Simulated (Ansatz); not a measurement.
## Sn, beta-Sn (white tin): geometry optimisation

The calculation used DFT, BLYP, plane waves (420 eV) with PAW, scalar-relativistic (Ansatz). (PAW data from PBE, frozen cores regenerated.)

k-point mesh 11×11×8, Fermi-Dirac smearing 0.1 eV, no spin polarisation. Cell and atoms relax.

Starting structure:

```xyz
2
Lattice="-2.9157 2.9157 1.5906 2.9157 -2.9157 1.5906 2.9157 2.9157 -1.5906" Properties=species:S:1:pos:R:3 pbc="T T T"
Sn    0.0000    0.0000    0.0000
Sn    0.0000    2.9157    0.7953
```

Task: What cell does the relaxation end in?

Result: C2/c with a = 6.135 Å, c = 3.316 Å (c/a = 0.540); 31.20 Å³ per atom against 27.05 at the start (15.3 %).

Task: How much energy does the relaxation gain?

Result: 81.3 meV per atom.

The k-point mesh keeps fewer symmetry operations than the starting structure has, so the cell can leave it.

This functional, with no dispersion term, lets the cell expand far past the measured one.
